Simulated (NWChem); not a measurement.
**Spin states of Li$_{2}$**

SMILES: [Li][Li]
```xyz
2

Li     0.0000     0.0000     1.3936
Li     0.0000     0.0000    -1.3936
```
Charge 0, spin multiplicity 1.

All runs are NWChem calculations. All single points use one geometry, from PBE0/def2-SVP, a minimum by its harmonic frequencies.

Basis set: def2-TZVP. The gap is E(triplet) − E(singlet) at the geometry of the singlet, so a negative value puts the higher spin lower. Open shells are unrestricted, coupled cluster uses restricted open-shell references, and the singlet is the closed-shell solution. The triplet is the single determinant that the SCF runs reached, with unpaired electrons in orbitals of symmetry ag and b1u (D2h labels); it need not be the lowest triplet, which in molecules with degenerate π orbitals can need several determinants.

The correlated methods freeze no orbitals. B3LYP has NWChem's definition, with VWN1-RPA local correlation. The structure started from a generated list of species. No SCF solution was tested for a lower state. Open-shell Hartree-Fock references start from PBE0 orbitals. Coupled-cluster values serve here as a point of comparison, not as the truth.

Question: For the vertical singlet-triplet gap, PBE gives 22.3 kcal/mol and B2PLYP gives 25.5 kcal/mol. What do TPSS, B3LYP, CCSD(T) give?

Answer: TPSS: 25.1 kcal/mol; B3LYP: 25.1 kcal/mol; CCSD(T): 26.0 kcal/mol.
